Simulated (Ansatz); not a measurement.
`CC(C)=CO` → `C=CCCO`  (isomerisation)

Program: Ansatz. Geometries: PBE0-D4/def2-TZVP. ΔE: electronic, gas phase. CBS: MP2 limit from def2 TZ/QZ plus the TZ coupled-cluster correction, frozen cores. Functionals use def2-TZVPP. B3LYP here is the variant with VWN-RPA as its local correlation; programs differ in this. One conformer a species, not always the lowest.

Problem. Is it downhill or uphill in electronic energy at CCSD(T)/CBS, and by how much? (An estimate is asked.)

Solution. Computed: Uphill: ΔE = +28.0 kJ/mol.

Problem. What do these levels give: PBE0-D4, B3LYP, MP2/def2-TZVPP, CCSD/def2-TZVPP, HF/CBS(def2), CCSD/CBS(def2)? (Estimate.)

Solution. Ansatz gave: PBE0-D4 36.7, B3LYP 35.9, MP2/def2-TZVPP 31.7, CCSD/def2-TZVPP 26.7, HF/CBS(def2) 25.8, CCSD/CBS(def2) 27.1 kJ/mol.

Largest T1 diagnostic among the species: 0.011.

From PBE to PBE0 (25 % exact exchange), in def2-TZVPP and without D4, ΔE moves by −3.4 kJ/mol.
